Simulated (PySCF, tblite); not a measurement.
A complex of Mg2+, chloride and water

A gas-phase complex of Mg2+, chloride and water; charge +1, singlet. The structure comes from a short search (6 tight-binding starts) and was relaxed by PBE0-D3(BJ)/def2-SVPD; another way of binding may lie lower. Frequencies by PBE0-D3(BJ)/def2-SVPD show no clear imaginary mode.

Parts: 1 = Mg2+ ([Mg+2]), atoms 1, charge +2; 2 = chloride ([Cl-]), atoms 2, charge -1; 3 = water (O), atoms 3–5.

```csv
atom,part,x (Å),y (Å),z (Å)
Mg1,1,-0.719,0.996,0.342
Cl2,2,0.059,0.681,2.328
O3,3,-1.455,1.221,-1.485
H4,3,-2.285,1.658,-1.729
H5,3,-1.050,0.918,-2.312
```

```
  contact  kind (by geometry)  distance (Å)  angle (°)
 Mg1···O3         ion contact         1.982          -
Mg1···Cl2         ion contact         2.156          -
```

Interaction energies are complex less parts, with the parts frozen as they stand in it; counterpoise-corrected, in kcal/mol (PySCF).

**Question.** How strongly do the parts interact, level by level?

**Answer.** 
```tsv
level	interaction	superposition error removed
wB97M-D3(BJ)/def2-TZVPD	-389.55	-0.20
PBE0-D3(BJ)/def2-TZVPD	-392.61	-0.23
```

**Question.** What holds them together? Decompose the wB97M-D3(BJ)/def2-TZVPD energy: frozen parts, their antisymmetrised product, then relaxation.

**Answer.** electrostatic -355.0, Pauli repulsion +67.0, orbital relaxation -100.3, dispersion correction -1.4 kcal/mol, which sum to the value before the counterpoise correction; the Pauli term holds the exchange-correlation of the frozen density too. Of the attraction, 78 % is electrostatic, 22 % is orbital relaxation, 0 % is dispersion correction.

**Question.** Are the pair energies additive?

**Answer.** The pairs sum to -414.00 kcal/mol (1–2 -338.0, 1–3 -82.2, 2–3 6.2); the rest of +24.45 is a many-body weakening.

The parts were also relaxed and run alone, at the levels used for the complex: shieldings by PBE0/aug-pcSseg-2.

Values alone: shielding of Mg1 (ppm): 695.0; shielding of O3 (ppm): 327.6; shielding of Cl2 (ppm): 1149.3.

**Question.** What does binding change?

**Answer.** 
| property | alone | in the complex | change |
| --- | --- | --- | --- |
| shielding of Mg1 (ppm) | 695.0 | 551.9 | -143.1 |
| shielding of O3 (ppm) | 327.6 | 327.7 | +0.1 |
| shielding of Cl2 (ppm) | 1149.3 | 1065.1 | -84.1 |

**Question.** What are the binding energy from relaxed parts (wB97M-D3(BJ)/def2-TZVPD), and ΔH and ΔG of association at 298.15 K and 1 atm?

**Answer.** -389.42 kcal/mol, -386.55 with zero-point energy; ΔH -388.0 and ΔG -373.8 kcal/mol, from harmonic vibrations by PBE0-D3(BJ)/def2-SVPD with low modes damped.

Multiply charged ions in the gas phase bind far more strongly than in solution.
